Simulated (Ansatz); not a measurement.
Relaxation of C3H2N (6 atoms, charge 0, multiplicity 2), to a largest force component of 0.015 eV/Å in at most 40 steps.

These are results of UKS PBE/def2-SVP in Ansatz, not measurements.

```xyz
6
Properties=species:S:1:pos:R:3
C 0.228 -2.400 0.898
C 0.360 -1.328 0.259
N 0.352 -0.178 -0.270
C -0.168 0.961 -0.281
H 0.203 1.689 -0.988
H -0.975 1.257 0.383
```

Where does it end, and by what steps?

It converged. After 6 steps the energy has fallen by 0.232 eV; N3 moved furthest, 0.43 Å.

```tsv
step	energy less start (eV)	largest force component (eV/Å)	accepted
0	0.0000	3.181	yes
1	-0.1420	0.986	yes
2	-0.1638	0.287	yes
3	-0.2132	0.605	yes
4	-0.2226	0.779	yes
5	-0.2312	0.079	yes
6	-0.2322	0.011	yes
```

```xyz
6
Properties=species:S:1:pos:R:3
C 0.534 -2.610 0.689
C 0.283 -1.360 0.353
N 0.051 -0.180 0.032
C -0.212 1.028 -0.269
H 0.354 1.542 -1.071
H -1.009 1.580 0.266
```

The run took 17 s on 1 thread of Arm Neoverse V1, on a shared host, peak memory 0.13 GiB.
